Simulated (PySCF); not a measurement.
Geometry:
```csv
atom,x (Å),y (Å),z (Å)
Al1,0.360,0.627,0.009
H2,1.934,0.546,0.061
H3,-0.494,1.952,-0.026
C4,-0.612,-1.058,-0.015
N5,-1.188,-2.067,-0.029
```

Geometry: PBE0-D3(BJ)/def2-SVP; GIAO shifts from PySCF 2.14, gas phase, non-relativistic, averaged over equivalent atoms.

At B3LYP/pcSseg-1 (pcSseg-2 on Al) (87 basis functions, 2.4 s wall time on 1 thread of an x86-64 server CPU, shared host):
| atoms | δ (ppm) |
| --- | --- |
| Al1 | 243.2 |
| H2/H3 | 4.82 |
| C4 | 130.0 |
| N5 | 386.4 |

Referencing at the same level of theory: 27Al (571.15 ppm) vs [Al(H2O)6]3+; TMS for 1H (31.38 ppm), 13C (179.24 ppm); 15N (263.54 ppm) vs NH3.

What do these become at PBE/pcSseg-1 (pcSseg-2 on Al)?

## Answers


```tsv
atoms	δ at PBE/pcSseg-1 (pcSseg-2 on Al)	change
Al1	244.0	+0.8
H2/H3	5.05	+0.23
C4	127.4	-2.6
N5	381.2	-5.2
```

Chemical shifts δ = σref − σ; 27Al (σref 560.82) against [Al(H2O)6]3+; TMS for 1H (σref 31.20), 13C (σref 180.03); 15N (σref 265.06) against NH3, all at this level.

The largest change is at N5 (nitrogen bonded to C). Cost: 87 basis functions, 3.2 s wall time on 1 thread of an x86-64 server CPU, shared host.

Experimental scales use liquid or dissolved standards, which lie at an offset from isolated NH3 (liquid NH3: subtract about 20 ppm). Unscaled 15N shifts of sp2 nitrogen come out 20 to 40 ppm too high even then.
